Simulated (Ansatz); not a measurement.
Match the barriers

Saddle point of SiH6SO, singlet (SiH₄O ([OH][SiH3]) + H₂S → SiH₄S ([SiH3][SH]) + H₂O; bonds formed: Si1–S7, O2–H6; bonds broken: Si1–O2, H6–S7), PBE0-D4/def2-TZVP structure:

```
9
angstrom
Si -0.8269 -0.1483 0.2306
O 0.8899 0.1946 0.8234
H -1.1264 -1.5017 -0.2851
H -1.6618 0.9951 -0.2069
H -1.2238 -0.2671 1.6847
H 1.2676 0.5358 -0.0989
S 0.5423 0.3369 -1.8216
H 1.0194 0.7239 1.6221
H 1.1195 -0.8693 -1.9482
```

Ansatz 0.2.0; basis: def2-TZVPP, with def2-QZVPP for the basis limit; cores frozen in the correlated methods. Extrapolation: Hartree–Fock as exp(−7.88 √X), correlation as X^−2.97. Four methods, as single points on the PBE0-D4 structures, gave these electronic barriers from the start structure: 25.16, 28.30, 33.03, 48.38 kcal/mol.

Task: The methods were, in alphabetical order, HF, MP2, PBE-D4, PBE0-D4. Which gave which? (A judgement: the text doesn't fix the answer.)

Result: The calculation gives: PBE-D4 25.16; PBE0-D4 28.30; MP2 33.03; HF 48.38 kcal/mol. For comparison, CCSD(T) at an estimated basis limit (MP2 extrapolated from triple and quadruple zeta, plus CCSD(T) − MP2 in triple zeta) gives 33.54 kcal/mol.

T1 diagnostic: at most 0.012.

Labels in which every atom is bracketed show which atoms are joined, not bond orders.

For scale, one of the runs: CCSD(T)/def2-TZVPP, 199 basis functions, launched by `ansatz run in.yaml --threads 2 --pin off --events-out ev --progress --plain --max-ram 4352MiB`. The run took 54 s on 2 CPU threads of an Arm Neoverse V2 (shared host), with 2.3 GiB of host memory at its peak.
